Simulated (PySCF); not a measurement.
Molecule: SMILES CC(C)[S@](C)=O, C4H10OS.

Bonds (- single, = double, # triple, : aromatic): C1-C2, C2-C3, C2-S4, S4-C5, S4=O6. C1 carries H7, H8, H9; C2 carries H10; C3 carries H11, H12, H13; C5 carries H14, H15, H16. Stereochemistry as in CC(C)[S@](C)=O.

Frames of a GFN2-xTB Langevin trajectory at 400 K; GIAO PBE0/pcSseg-1 shieldings in PySCF 2.14.0 with density-fitted response routines, gas phase, non-relativistic; equivalent atoms averaged within each frame.

Scale: ¹³C (186.93 ppm), ¹H (31.72 ppm) vs TMS; ³³S (503.73 ppm) vs CS2; ¹⁷O (336.08 ppm) against H2O (reference shieldings calculated alike). The references are static minima.

Question: How do the shifts (ppm) fluctuate along the trajectory?

Answer: 
```csv
time (fs),C2,C5,C1,C3,S4,O6,H10,H14/H15/H16,H7/H8/H9,H11/H12/H13
optimised geometry,65.0,44.0,17.7,18.0,340,55.7,2.34,2.34,1.01,1.38
250,66.2,52.6,25.1,20.0,383,84.6,4.00,3.14,1.80,1.19
425,62.4,44.8,23.0,16.6,321,53.8,2.20,2.03,1.68,1.82
625,63.7,43.2,14.0,25.3,307,48.3,2.61,3.40,0.75,1.48
800,65.3,41.5,21.3,24.6,348,73.8,2.28,1.80,1.73,2.57
1000,60.3,39.8,10.3,22.1,378,73.0,2.69,1.68,0.24,2.66
mean of frames,63.6,44.4,18.7,21.7,347,66.7,2.76,2.41,1.24,1.95
standard deviation,2.3,5.0,6.3,3.5,34,15.1,0.73,0.80,0.71,0.65
```

5 frames give an uncertainty of the mean of about the standard deviation over 2.2 at best, since frames this close in time may not be independent; classical motion lacks zero-point vibration, and the reference would need the same averaging.
